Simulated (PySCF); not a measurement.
Numbering as in the mapped SMILES `[CH3:1][n:2]1[cH:3][cH:4][n:5][cH:6]1`. Each H is labelled by its parent atom.

Geometry: PBE0-D3(BJ)/def2-SVP; GIAO shifts from PySCF 2.14.0 with density-fitted response routines, gas phase, non-relativistic, averaged over equivalent atoms.

At BHandHLYP/pcSseg-2 (300 basis functions, 31 s wall time on 1 thread of an Arm Neoverse V1, shared host):
```
atoms  δ (ppm)
   C6    148.3
   C4    143.1
   C3    127.6
   C1     33.5
   N5    309.0
   N2    182.8
H(C4)     7.33
H(C6)     7.27
H(C3)     7.00
H(C1)     3.57
```

References, each an isolated molecule treated in the same way: 13C (σref 184.26) and 1H (σref 31.45) against TMS; 15N (σref 259.78) against NH3.

Predict the values at wB97X-D/pcSseg-2 on the same geometry.

Results:


```
atoms  δ at wB97X-D/pcSseg-2  change
   C6                  146.8    -1.5
   C4                  142.9    -0.2
   C3                  127.7    +0.1
   C1                   34.4    +0.9
   N5                  304.9    -4.1
   N2                  185.1    +2.3
H(C4)                   7.31   -0.02
H(C6)                   7.22   -0.05
H(C3)                   6.97   -0.03
H(C1)                   3.52   -0.05
```

Chemical shifts δ = σref − σ; TMS for 13C (σ = 184.42 ppm) and 1H (σ = 31.36 ppm); 15N (σ = 260.06 ppm) vs NH3, all at this level.

The largest change is at N5 (pyridine-type nitrogen of an azole). Cost: 300 basis functions, 42 s wall time on 1 thread of an Arm Neoverse V1, shared host. The order of the carbon signals is the same at both levels.

Experimental scales use liquid or dissolved standards, which lie at an offset from isolated NH3 (liquid NH3: subtract about 20 ppm). Unscaled 15N shifts of sp2 nitrogen come out 20 to 40 ppm too high even then.
